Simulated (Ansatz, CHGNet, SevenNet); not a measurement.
fcc Sr: properties by level of theory

Reference values: lattice constant a 6.045 Å (measured, low-temperature or extrapolated to 0 K; zero-point anharmonic expansion removed; as tabulated in Csonka et al. (2009), arXiv:0903.4037); elastic constant C11 15 GPa (measured, temperature not stated, not corrected to a static lattice; as tabulated in Mehl and Papaconstantopoulos (1996), arXiv:mtrl-th/9602003).

| level (code) | lattice constant a (Å) | elastic constant C11 (GPa) | elastic constant C44 (GPa) | Voigt–Reuss–Hill shear modulus (GPa) |
|---|---|---|---|---|
| CHGNet 0.3.0 | 6.032 | (withheld) | 8.14 | 6.01 |
| SevenNet-0 | 6.033 | 17.8 | 11.2 | 7.38 |
| SevenNet-l3i5 | 6.029 | 14.3 | 11.2 | (withheld) |
| PBE (Ansatz) | 6.030 | (withheld) | 9.95 | 5.71 |
| HSE06 (Ansatz) | 6.119 | (withheld) | (withheld) | (withheld) |

Problem. Fill in the missing entries.

Solution. 
- CHGNet 0.3.0, elastic constant C11 (GPa): 17.3
- SevenNet-l3i5, Voigt–Reuss–Hill shear modulus (GPa): 6.76
- PBE (Ansatz, a quantum-chemistry and plane-wave program), elastic constant C11 (GPa): 14.7
- HSE06 (Ansatz), elastic constant C11 (GPa): 15.7
- HSE06 (Ansatz), elastic constant C44 (GPa): 10.9
- HSE06 (Ansatz), Voigt–Reuss–Hill shear modulus (GPa): 6.58

Differences from the reference values (errors of the level alone only where the reference is corrected to a static lattice):

| level | lattice constant a (%) | elastic constant C11 (%) |
|---|---|---|
| CHGNet 0.3.0 | -0.22 | +15.3 |
| SevenNet-0 | -0.20 | +18.7 |
| SevenNet-l3i5 | -0.26 | -4.7 |
| PBE | -0.25 | -2.0 |
| HSE06 | +1.22 | +4.7 |

Nearest: lattice constant a, SevenNet-0 or CHGNet 0.3.0 or PBE or SevenNet-l3i5; elastic constant C11, not ranked (reference at room or unstated temperature).

Machine-learned potentials (CHGNet 0.3.0, SevenNet-0, SevenNet-l3i5) are trained on DFT data: a solid inside that data is no test of them.

Caveats: hybrids on metals are sensitive to the k mesh (HSE06). Ansatz's density-functional and Hartree–Fock values are scalar-relativistic unless marked +SOC, with PAW data made under PBE.

Differences are worked out from the printed values.

Static lattice: no zero-point or thermal effects.
